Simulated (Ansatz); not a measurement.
**Molecular dynamics of CH6FSi**

The input (input.yaml):

```yaml
crystal:
  periodic: [false, false, false]
  atoms:
    - { symbol: Si, position_ang: [-0.083726, 0.01129, -0.102624] }
    - { symbol: F, position_ang: [-0.002853, -0.156856, 1.884063] }
    - { symbol: C, position_ang: [1.737984, 0.008459, -0.563648] }
    - { symbol: H, position_ang: [2.204965, -0.953675, -0.299611] }
    - { symbol: H, position_ang: [1.883441, 0.172446, -1.644855] }
    - { symbol: H, position_ang: [2.27248, 0.805481, -0.022992] }
    - { symbol: H, position_ang: [-0.727918, 1.324352, -0.389737] }
    - { symbol: H, position_ang: [-0.830903, -1.09676, -0.770466] }
    - { symbol: H, position_ang: [0.272931, -0.114735, 2.976568] }
magnetization:
  spin_polarized: true
  initial_magnetization: 1
basis:
  gaussian: { orbitals: def2-SVP }
hamiltonian:
  xc: b3lyp
  dispersion: d4
md:
  timestep: 0.5
  n_steps: 200
  ensemble: nve
  temperature: 100.0
  initial_velocities: maxwell_boltzmann
  seed: 6657
```

Command:

```bash
$ ansatz run input.yaml --threads 2 --pin off --max-ram 3072MiB --backend cpu --events-out ev --progress --plain --runs-dir out
```

It starts at the highest image of a converged band. Of that band: Neighbouring images differ by up to 1.5 eV, so the band resolves the path poorly. A vibrational analysis at the climbing image gives one clearly imaginary mode, 1192i cm⁻¹: a first-order saddle point.

Output, in part (step lines, the closing report, with atoms numbered from 0):

```
md step     0: t =     0.00 fs  T =   100.0 K  F+E_penalty+E_count = -11722.18370186 eV  E_kin = 0.090482 eV  conserved = -11722.09321986 eV  (26 SCF iters)
md step     1: t =     0.50 fs  T =    98.0 K  F+E_penalty+E_count = -11722.18189703 eV  E_kin = 0.088702 eV  conserved = -11722.09319535 eV  (26 SCF iters)
md step     2: t =     1.00 fs  T =    92.5 K  F+E_penalty+E_count = -11722.17681356 eV  E_kin = 0.083691 eV  conserved = -11722.09312241 eV  (27 SCF iters)
md step     3: t =     1.50 fs  T =    84.6 K  F+E_penalty+E_count = -11722.16960751 eV  E_kin = 0.076586 eV  conserved = -11722.09302178 eV  (27 SCF iters)
md step     4: t =     2.00 fs  T =    76.2 K  F+E_penalty+E_count = -11722.16186712 eV  E_kin = 0.068945 eV  conserved = -11722.09292219 eV  (27 SCF iters)
md step     5: t =     2.50 fs  T =    68.9 K  F+E_penalty+E_count = -11722.15515970 eV  E_kin = 0.062308 eV  conserved = -11722.09285173 eV  (26 SCF iters)
md step     6: t =     3.00 fs  T =    63.8 K  F+E_penalty+E_count = -11722.15059362 eV  E_kin = 0.057765 eV  conserved = -11722.09282825 eV  (26 SCF iters)
md step     7: t =     3.50 fs  T =    61.5 K  F+E_penalty+E_count = -11722.14854115 eV  E_kin = 0.055687 eV  conserved = -11722.09285386 eV  (26 SCF iters)
[... lines left out ...]
Total energy: -11723.25792639 eV, -430.8217824850 hartree
Atom 0 at    -0.053961     0.015028    -0.147447 Å, force     0.979690     0.350464     1.539041 eV/Å
Atom 1 at    -0.150718    -0.112540     1.629802 Å, force    -0.059568     0.181393    -3.596992 eV/Å
Atom 2 at     1.806002     0.012829    -0.690404 Å, force    -0.945619    -0.406566     0.482922 eV/Å
Atom 3 at     2.320168    -0.916100    -0.362451 Å, force    -0.134936     0.314144    -0.023355 eV/Å
Atom 4 at     1.821999     0.030463    -1.794315 Å, force    -0.044664     0.049882     0.030816 eV/Å
Atom 5 at     2.342960     0.887756    -0.312688 Å, force     0.169425     0.124179     0.089797 eV/Å
Atom 6 at    -0.720715     1.277275    -0.705282 Å, force     0.220554    -0.413182     0.775101 eV/Å
Atom 7 at    -0.679473    -1.084119    -0.950805 Å, force    -0.184868    -0.200321     0.702701 eV/Å
Atom 8 at     1.137159    -1.049656    11.525924 Å, force    -0.000013     0.000007    -0.000031 eV/Å
Dipole moment:     0.130642     0.011489    -0.372524 e Å
```

The steps, from the saved trajectory:

| time (fs) | T (K) | potential energy less start (eV) | conserved less start (meV/atom) |
| --- | --- | --- | --- |
| 0.0 | 100 | 0.000 | 0.00 |
| 3.0 | 64 | 0.033 | 0.04 |
| 6.0 | 64 | 0.033 | 0.02 |
| 9.0 | 84 | 0.015 | 0.05 |
| 12.0 | 255 | -0.139 | 0.08 |
| 15.0 | 695 | -0.538 | 0.02 |
| 18.0 | 1228 | -1.021 | 0.01 |
| 21.0 | 1708 | -1.455 | -0.08 |
| 24.0 | 1784 | -1.525 | -0.12 |
| 27.0 | 1267 | -1.057 | -0.08 |
| 30.0 | 655 | -0.501 | 0.16 |
| 33.0 | 985 | -0.800 | 0.01 |
| 36.0 | 1638 | -1.393 | -0.16 |
| 39.0 | 1702 | -1.450 | -0.06 |
| 42.0 | 1407 | -1.183 | 0.00 |
| 45.0 | 1072 | -0.879 | 0.03 |
| 48.0 | 830 | -0.660 | 0.03 |
| 51.0 | 734 | -0.574 | 0.03 |
| 54.0 | 758 | -0.595 | 0.03 |
| 57.0 | 939 | -0.759 | 0.04 |
| 60.0 | 1273 | -1.062 | 0.00 |
| 63.0 | 1600 | -1.357 | -0.04 |
| 66.0 | 1689 | -1.438 | -0.12 |
| 69.0 | 1257 | -1.047 | -0.06 |
| 72.0 | 762 | -0.598 | 0.13 |
| 75.0 | 981 | -0.797 | 0.00 |
| 78.0 | 1443 | -1.216 | -0.07 |
| 81.0 | 1627 | -1.382 | -0.08 |
| 84.0 | 1443 | -1.216 | -0.03 |
| 87.0 | 1129 | -0.931 | 0.02 |
| 90.0 | 890 | -0.715 | 0.00 |
| 93.0 | 718 | -0.559 | 0.07 |
| 96.0 | 833 | -0.663 | 0.03 |
| 99.0 | 1154 | -0.954 | 0.01 |

All steps were run. The conserved energy stayed within 0.17 meV per atom of its start (net change -0.011 meV per atom), so the integration is sound. The kinetic energy rose, since the run started high on the potential surface and went downhill. It ends in pieces (CH5FSi + H), so much of that is their flight and rotation, not heat. A run of 0.1 ps of so small a system gives no equilibrium averages.

Between its relaxed ends the band would form F2–H9 and break Si1–F2. These pairs go: F2–H9 1.13 → 10.02 Å, Si1–F2 2.00 → 1.78 Å. In the last frame they stand as before the step (other bonds may differ from the relaxed reactants and products). It ends as CH5FSi + H. Pairs count as bonded within 1.25 times the sum of covalent radii (0.12 Å more for H–H).

Last frame:

```xyz
9
Properties=species:S:1:pos:R:3
Si -0.054 0.015 -0.147
F -0.151 -0.113 1.630
C 1.806 0.013 -0.690
H 2.320 -0.916 -0.362
H 1.822 0.030 -1.794
H 2.343 0.888 -0.313
H -0.721 1.277 -0.705
H -0.679 -1.084 -0.951
H 1.137 -1.050 11.526
```

Run time: 6 min on 2 threads of Arm Neoverse V1 (shared host), peak memory 0.2 GiB.
